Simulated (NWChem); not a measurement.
# ethanethiol (C2H6S); SMILES CCS

```xyz
9

C      0.3702    -1.6326    -0.0584
C     -0.6385    -0.4944     0.0429
S      0.0983     1.1852    -0.0730
H     -0.1441    -2.6169    -0.0425
H      1.0839    -1.6130     0.7908
H      0.9596    -1.5605    -0.9939
H     -1.3575    -0.5243    -0.8019
H     -1.2406    -0.5637     0.9721
H      0.8464     1.0957     1.0630
```
Atoms are numbered in this order, from 1.

Level: PBE-D3(BJ)/def2-SVP (NWChem), optimised geometry, unscaled harmonic frequencies. 

Q: List the harmonic frequencies with IR intensities, and the thermochemistry.

A: 
```json
[
 {"frequency (cm⁻¹)": "220", "IR intensity (km/mol)": "14.9"},
 {"frequency (cm⁻¹)": "263", "IR intensity (km/mol)": "3.9"},
 {"frequency (cm⁻¹)": "324", "IR intensity (km/mol)": "2.8"},
 {"frequency (cm⁻¹)": "644", "IR intensity (km/mol)": "2.8"},
 {"frequency (cm⁻¹)": "716", "IR intensity (km/mol)": "2.3"},
 {"frequency (cm⁻¹)": "846", "IR intensity (km/mol)": "6.5"},
 {"frequency (cm⁻¹)": "962", "IR intensity (km/mol)": "7.1"},
 {"frequency (cm⁻¹)": "1037", "IR intensity (km/mol)": "1.6"},
 {"frequency (cm⁻¹)": "1080", "IR intensity (km/mol)": "5.8"},
 {"frequency (cm⁻¹)": "1223", "IR intensity (km/mol)": "4.7"},
 {"frequency (cm⁻¹)": "1244", "IR intensity (km/mol)": "16.9"},
 {"frequency (cm⁻¹)": "1341", "IR intensity (km/mol)": "3.4"},
 {"frequency (cm⁻¹)": "1402", "IR intensity (km/mol)": "1.6"},
 {"frequency (cm⁻¹)": "1411", "IR intensity (km/mol)": "10.2"},
 {"frequency (cm⁻¹)": "1422", "IR intensity (km/mol)": "2.9"},
 {"frequency (cm⁻¹)": "2604", "IR intensity (km/mol)": "8.3"},
 {"frequency (cm⁻¹)": "2967", "IR intensity (km/mol)": "22.3"},
 {"frequency (cm⁻¹)": "2993", "IR intensity (km/mol)": "16.4"},
 {"frequency (cm⁻¹)": "3043", "IR intensity (km/mol)": "5.7"},
 {"frequency (cm⁻¹)": "3055", "IR intensity (km/mol)": "16.9"},
 {"frequency (cm⁻¹)": "3075", "IR intensity (km/mol)": "17.0"}
]
```

```yaml
zero_point_energy: 45.5 kcal/mol
thermal correction to the enthalpy at 298.15 K (with zero-point energy): 49.1 kcal/mol
heat capacity Cv: 15.3 cal/(mol K)
entropy at 298.15 K and 1 atm (symmetry number 1): 68.0 cal/(mol K)
dipole_moment: 1.54 D
```

Rigid rotor and harmonic oscillator.
